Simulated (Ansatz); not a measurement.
CH$_{4}$⁺, doublet: stretch scan

Starting geometry (PBE0/def2-TZVP stationary point for this spin, not checked as a minimum):

```yaml
atoms:
  - { symbol: C, position_ang: [0.0000, 0.0000, 0.0000] }
  - { symbol: H, position_ang: [0.3646, 0.7500, 0.7480] }
  - { symbol: H, position_ang: [-0.3742, -0.7450, 0.7482] }
  - { symbol: H, position_ang: [-0.3622, 0.7462, -0.7529] }
  - { symbol: H, position_ang: [0.3718, -0.7512, -0.7433] }
```

From there H4 moves along the line of the two atoms named below, all else staying in place; atoms are numbered as listed. Energies are in kJ/mol, counted from the starting geometry at the same level.

Basis 6-31G; Ansatz 0.2.0. Correlated methods freeze the noble-gas cores. Prefix R: restricted or restricted open-shell reference; prefix U: unrestricted. Active spaces: valence = (7e, 8o) chosen from the atoms' valence shells.

Runs in a small pair space aren't shown, since their orbitals change along the scan.

Full CI is exact within this basis and frozen core; it isn't the basis-set limit. The frozen core follows each run's orbitals, which can shift R against U totals by a few meV.

| distance C1-H4 (Å) | full CI | unpaired electrons (full CI) | error UHF | error RCCSD | error BCCD(T) | error RCCSDTQ | error CASSCF (valence space) | error MRCISD (valence space) |
| --- | --- | --- | --- | --- | --- | --- | --- | --- |
| 0.878 | 145.0 | 1.02 | -14.5 | -0.6 | -0.2 | 0.0 | 2.1 | 0.1 |
| 1.001 | 28.5 | 1.02 | -6.9 | -0.4 | -0.1 | 0.0 | 1.3 | 0.0 |
| 1.120 | 0.0 | 1.02 | 0.0 | 0.0 | 0.0 | 0.0 | 0.0 | 0.0 |
| 1.223 | 9.0 | 1.02 | 5.5 | 0.4 | 0.1 | 0.0 | -1.4 | 0.0 |
| 1.343 | 37.9 | 1.03 | 11.0 | 0.9 | 0.2 | 0.0 | -3.1 | -0.1 |
| 1.557 | 103.0 | 1.04 | 13.3 | 2.0 | 0.5 | 0.0 | -6.0 | -0.1 |
| 1.802 | 167.3 | 1.04 | 1.8 | 2.1 | 0.8 | 0.0 | -9.9 | 0.0 |
| 2.025 | 207.1 | 1.04 | -11.1 | 0.9 | 0.7 | 0.0 | -14.2 | 0.1 |
| 2.447 | 243.4 | 1.02 | -25.7 | -1.1 | -0.1 | 0.0 | -21.3 | -0.2 |
| 2.974 | 257.0 | 1.02 | -31.5 | -1.7 | -0.3 | 0.0 | -24.8 | -0.7 |
| 3.732 | 261.3 | 1.02 | -33.0 | -1.8 | -0.3 | 0.0 | -25.6 | -0.8 |

Unpaired electrons are Σ n²(2−n)² over natural occupations. Errors are those of relative energies. In total energy the starting point itself misses full CI by: UHF 271.8, RCCSD 5.1, BCCD(T) 1.2, RCCSDTQ 0.0, CASSCF (valence space) 71.6, MRCISD (valence space) 1.4 kJ/mol.

Spread of the error over the points with a reference, to 3.732 Å (largest less smallest): RCCSDTQ 0.0, MRCISD (valence space) 1.0, BCCD(T) 1.2, RCCSD 3.9, CASSCF (valence space) 27.7, UHF 46.2 kJ/mol.

CASSCF lacks dynamic correlation, of which the bound molecule has more, so its curve rises 25.6 kJ/mol too little out to 3.732 Å.
